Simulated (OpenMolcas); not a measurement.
# C5H10 (SMILES C=CCCC): levels of theory compared

We compute a comparison of 6 runs (HF/3-21G, B2PLYP/6-31G*, PBE0/6-31G*, TPSS/6-31G*, B3LYP/6-31G*, MP2/6-31G*) of C5H10. 

The results are computed with OpenMolcas 26.06.

1 further run of the same task is left out (set aside as unsound or not needed).

## 1. The system as given

C5H10 has 15 atoms, charge 0, and is taken as a singlet. SMILES: `C=CCCC`. One bond was lengthened or shortened from a relaxed shape.

Bond lengths: C1–C2 1.524 Å, C2–C3 1.492 Å, C3–C4 1.529 Å, C4–C5 1.519 Å, C1–H6 1.084 Å, C1–H7 1.086 Å, C2–H8 1.090 Å, C3–H9 1.097 Å, C3–H10 1.095 Å, C4–H11 1.095 Å, C4–H12 1.096 Å, C5–H13 1.094 Å, C5–H14 1.092 Å, C5–H15 1.092 Å. Some angles: C1–C2–C3 125.5°, C2–C3–C4 113.0°, C3–C4–C5 113.2°, C1–C2–H8 118.8°, C3–C2–H8 115.7°, C2–C1–H6 121.7°, C2–C1–H7 121.3°, C2–C3–H9 108.9°, C2–C3–H10 109.6°, C4–C3–H9 108.6°.

## 2. A single-point energy at HF/3-21G (run 1)

Input file run.inp:

```
>>> EXPORT MOLCAS_PRINT=2
&GATEWAY
BASLIB
$CurrDir
COORD
15
angstrom
C       -0.519669       1.681723       1.682958
C       -0.106700       0.249500       1.363600
C        0.933300      -0.151100       0.371600
C        0.382800      -1.036500      -0.747200
C       -0.616700      -0.321100      -1.638900
H       -1.286169       1.903423       2.416558
H       -0.053469       2.527623       1.186458
H       -0.605200      -0.569000       1.882700
H        1.728400      -0.698400       0.892300
H        1.394800       0.744600      -0.058300
H        1.219900      -1.402800      -1.349900
H       -0.084500      -1.923400      -0.303900
H       -0.157700       0.545800      -2.123100
H       -1.472200       0.041100      -1.064100
H       -0.992400      -0.981000      -2.424100
BASIS
3-21G
GROUP
NoSym
&SEWARD
&SCF
THRESHOLDS
1e-10 1e-07 1e-07 1e-05
PRORBITALS
1 1
```

The basis set 3-21G is read from a file made from the Basis Set Exchange's data (not shown).

Command:

```sh
$ export MOLCAS_MEM=1860
$ pymolcas run.inp > run.log
```

Output:

```text
--- Start Module: gateway ---
[...]
--- Stop Module: gateway /rc=_RC_ALL_IS_WELL_ ---
--- Start Module: seward ---
[...]
      Basis functions           65
--- Stop Module: seward /rc=_RC_ALL_IS_WELL_ ---
--- Start Module: scf ---
[...]
       Convergence after  13 Iterations
[...]
::    Total SCF energy                               -194.0222755133
[...]
      Total spin, S                                     0.0000000000
[...]
      Total electronic charge=   40.000000
      Total            charge=   -0.000000
[...]
      Dipole Moment (debye):
      Origin of the operator (angstrom)=    0.0081    0.0751    0.1631
                   X=  1.6812E-01               Y= -3.3646E-01               Z= -1.8116E-01           Total=  4.1747E-01
      Quadrupole Moment (debye*angstrom):
[...]
--- Stop Module: scf /rc=_RC_ALL_IS_WELL_ ---
[...]
```

Wall time 2.6 s (1 thread of Arm Neoverse V2, shared host); peak memory 0.4 GiB.

## 3. The energy at B2PLYP/6-31G(d) (spherical functions) (run 2)

Input file test.inp:

```
&gateway
 baslib=$CurrDir
 basisset
 C.6-31Gs....
 C1 -0.519669 1.681723 1.682958 angstrom
 C2 -0.106700 0.249500 1.363600 angstrom
 C3 0.933300 -0.151100 0.371600 angstrom
 C4 0.382800 -1.036500 -0.747200 angstrom
 C5 -0.616700 -0.321100 -1.638900 angstrom
 End of Basis
 basisset
 H.6-31Gs....
 H6 -1.286169 1.903423 2.416558 angstrom
 H7 -0.053469 2.527623 1.186458 angstrom
 H8 -0.605200 -0.569000 1.882700 angstrom
 H9 1.728400 -0.698400 0.892300 angstrom
 H10 1.394800 0.744600 -0.058300 angstrom
 H11 1.219900 -1.402800 -1.349900 angstrom
 H12 -0.084500 -1.923400 -0.303900 angstrom
 H13 -0.157700 0.545800 -2.123100 angstrom
 H14 -1.472200 0.041100 -1.064100 angstrom
 H15 -0.992400 -0.981000 -2.424100 angstrom
 End of Basis

&seward
 gridinput
 Grid=UltraFine
 End of Grid

&scf
 ksdft=B2PLYP_SCF
 thresholds=1e-10 1e-07 1e-07 1e-05
 prorbitals=1 1

&mbpt2
 frozen=5
```

The basis set 6-31G* is read from a file made from the Basis Set Exchange's data (not shown).

Command:

```sh
$ export MOLCAS_MEM=1860
$ pymolcas test.inp > test.log
```

Output:

```text
--- Start Module: gateway ---
[...]
--- Stop Module: gateway /rc=_RC_ALL_IS_WELL_ ---
[...]
      Basis functions           90
[...]
--- Start Module: scf ---
[...]
       Convergence after  14 Iterations
[...]
::    Total KS-DFT energy                            -196.0180839342
[...]
      Total spin, S                                     0.0000000000
[...]
      Total electronic charge=   40.000000
      Total            charge=   -0.000000
[...]
      Dipole Moment (debye):
      Origin of the operator (angstrom)=    0.0081    0.0751    0.1631
                   X=  1.9687E-01               Y= -3.4961E-01               Z= -1.6411E-01           Total=  4.3349E-01
      Quadrupole Moment (debye*angstrom):
[...]
--- Stop Module: scf /rc=_RC_ALL_IS_WELL_ ---
[...]
--- Start Module: mbpt2 ---
[...]
 ###    WARNING: MP2 implementation intended for RHF references only         ###
 ###############################################################################
MBPT2 WARNING: Reference function according to RunFile:KS-DFT
I'll assume you know what you're doing and continue
WARNING!
Default frozen orbitals as non valence orbitals is overwritten by user input.
Default values:   5
[...]
       Reference weight ( Cref**2 )         =        0.72542
::    Total MBPT2 energy                             -196.8248185135
[...]
      Total MBPT2 calculations                           0.29      0.33
--- Stop Module: mbpt2 /rc=_RC_ALL_IS_WELL_ ---
[...]
```

It took 35 s on 1 thread of Arm Neoverse V2, shared host; peak memory 0.49 GiB.

Runs 3 to 5 aren't shown in full; the table further down has their settings and results.

## 4. A single-point energy at MP2/6-31G(d) (spherical functions) (run 6)

Input file job.inp:

```
* C5H10 MP2

&GATEWAY
 BasLib = $CurrDir
 Coord
 15
 angstrom
 C       -0.519669       1.681723       1.682958
 C       -0.106700       0.249500       1.363600
 C        0.933300      -0.151100       0.371600
 C        0.382800      -1.036500      -0.747200
 C       -0.616700      -0.321100      -1.638900
 H       -1.286169       1.903423       2.416558
 H       -0.053469       2.527623       1.186458
 H       -0.605200      -0.569000       1.882700
 H        1.728400      -0.698400       0.892300
 H        1.394800       0.744600      -0.058300
 H        1.219900      -1.402800      -1.349900
 H       -0.084500      -1.923400      -0.303900
 H       -0.157700       0.545800      -2.123100
 H       -1.472200       0.041100      -1.064100
 H       -0.992400      -0.981000      -2.424100
 Basis = 6-31Gs
 Group = NoSym

&SEWARD

&SCF
 Thresholds = 1e-10 1e-07 1e-07 1e-05
 PrOrbitals = 1

&MBPT2
 Frozen = 5
```

The basis set 6-31G* is read from a file made from the Basis Set Exchange's data (not shown).

Command:

```sh
$ export MOLCAS_MEM=1860
$ pymolcas job.inp > job.log
```

Output:

```text
--- Start Module: gateway ---
[...]
--- Stop Module: gateway /rc=_RC_ALL_IS_WELL_ ---
[...]
      Basis functions           90
[...]
--- Start Module: scf ---
[...]
       Convergence after  14 Iterations
[...]
::    Total SCF energy                               -195.0996227141
[...]
      Total spin, S                                     0.0000000000
[...]
      Total electronic charge=   40.000000
      Total            charge=   -0.000000
[...]
      Dipole Moment (debye):
      Origin of the operator (angstrom)=    0.0081    0.0751    0.1631
                   X=  1.9262E-01               Y= -3.6399E-01               Z= -1.6585E-01           Total=  4.4396E-01
      Quadrupole Moment (debye*angstrom):
[...]
--- Stop Module: scf /rc=_RC_ALL_IS_WELL_ ---
[...]
--- Start Module: mbpt2 ---
[...]
WARNING!
Default frozen orbitals as non valence orbitals is overwritten by user input.
Default values:   5
[...]
       Reference weight ( Cref**2 )         =        0.80745
::    Total MBPT2 energy                             -195.7531775828
[...]
      Total MBPT2 calculations                           0.29      0.33
--- Stop Module: mbpt2 /rc=_RC_ALL_IS_WELL_ ---
[...]
```

It took 6.6 s on 1 thread of Arm Neoverse V2, shared host; peak memory 0.49 GiB.

## 5. Overview of the runs

```tsv
run	level	frozen core orbitals	integration grid	energy (Eh)	dipole moment (D) of the reference	HOMO energy (eV)	LUMO energy (eV)	wall time
1	HF/3-21G	–	–	-194.022276	0.42	-8.68	3.94	2.6 s
2	B2PLYP/6-31G* (spherical functions)	5	UltraFine	-196.235902	0.43	-7.14	1.43	35 s
3	PBE0/6-31G* (spherical functions)	–	UltraFine	-196.247157	0.46	-6.36	-0.10	37 s
4	TPSS/6-31G* (spherical functions)	–	UltraFine	-196.535617	0.47	-5.28	-0.94	61 s
5	B3LYP/6-31G* (Cartesian functions)	–	UltraFine	-196.504923	0.45	-6.10	-0.28	38 s
6	MP2/6-31G* (spherical functions)	5	–	-195.753178	0.44	-8.57	3.90	6.6 s
```

## 6. What came out

| quantity | value |
| --- | --- |
| run 6: total energy | -195.75318 Eh |
| run 6: dipole moment (mean-field density) | 0.44 D |
| run 6: HOMO energy (Hartree–Fock orbitals) | -8.57 eV |
| run 6: LUMO energy (Hartree–Fock orbitals) | 3.90 eV |
| run 6: HOMO–LUMO gap (Hartree–Fock orbitals) | 12.47 eV |
| run 6: correlation energy (5 core orbitals frozen) | -653.6 mEh |

**Reading.** Over runs 1, 2, 3, 4, 5 the dipole moment (its size) runs from 0.42 D (HF/3-21G) to 0.47 D (TPSS/6-31G*). The two ends differ in method and basis. Over runs 1, 2, 3, 4, 5 the HOMO–LUMO gap runs from 4.35 eV (TPSS/6-31G*) to 12.62 eV (HF/3-21G). For B2PLYP the log adds the whole second-order term; the table takes 0.27 of it, as the functional is defined. Totals of different functionals can't be ranked against each other. All runs together took 3 min, the longest 61 s.
